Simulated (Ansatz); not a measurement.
**LiB+ (doublet): from Hartree-Fock to the top rungs at distance B1–Li2 = 2.639 Å, cc-pVQZ**

One table from this session's results is given with a row withheld; the runs are named, their logs left out.

The runs use Ansatz 0.2.0, Gaussian basis; cc-pVQZ, core rule «outside noble gas», up to 2 orbitals frozen.

Plan: UHF; CCSD(T) on ROHF; CCSD(T) on UHF; CCSDT on ROHF; CCSDT on UHF.

37 further runs of the same task are left out: 13 for a known fault of the program, 22 that didn't finish, 2 set aside as unsound or not needed. Runs told in other sessions of the task aren't counted.

### The system

The geometry derives from a PBE0/def2-TZVP stationary point (not a proven minimum). One bond is set to the value named and the two fragments are kept rigid.

2 atoms, charge 1, spin multiplicity 2.

Atoms are counted from 1 here; the program's logs count them from 0.

No contacts short enough for the rule that draws bonds.

The first run:

Contents of in.yaml:

```yaml
crystal:
  periodic: [false, false, false]
  atoms:
    - {symbol: B, position_ang: [0.000000, 0.000000, 0.000000]}
    - {symbol: Li, position_ang: [0.000000, 0.000000, 2.639000]}
basis:
  gaussian: {orbitals: cc-pVQZ}
total_charge: 1
magnetization: {spin_polarized: true, initial_magnetization: 1}
hamiltonian: {xc: hf}
output: {orbitals: {seedname: orbitals}}
```

Started as:

```sh
$ ansatz run in.yaml --threads 1 --pin off --events-out ev --progress --plain --max-ram 2393MiB
```

Among the steps run: UHF; CCSD(T) on ROHF; CCSD(T) on UHF; CCSDT on ROHF; CCSDT on UHF.

One of the session's tables, all rows but one given; the rest of the session is left out.

It belongs to the step «Misses and costs». 

| method | from RCCSD(T) (meV) |
| --- | --- |
| ROHF | +1892.5 |
| UHF | +1785.6 |
| RMP2 | +542.9 |
| UMP2 | +545.4 |
| RCCSD | +41.0 |
| UCCSD | +36.0 |
| RCCSD(T) | 0 |
| UCCSD(T) | -0.9 |
| RCCSDT | ? |
| UCCSDT | -11.8 |

**Question.** Estimate the row for RCCSDT.

The run gave: from RCCSD(T) (meV): -11.1. In the column «from RCCSD(T) (meV)» it lies between UCCSDT (-11.8) and UCCSD(T) (-0.9).

To keep in mind: Restricted and unrestricted rows rest on different reference determinants; a gap between their highest levels can come from leftover correlation error, from unlike frozen cores or from another state.
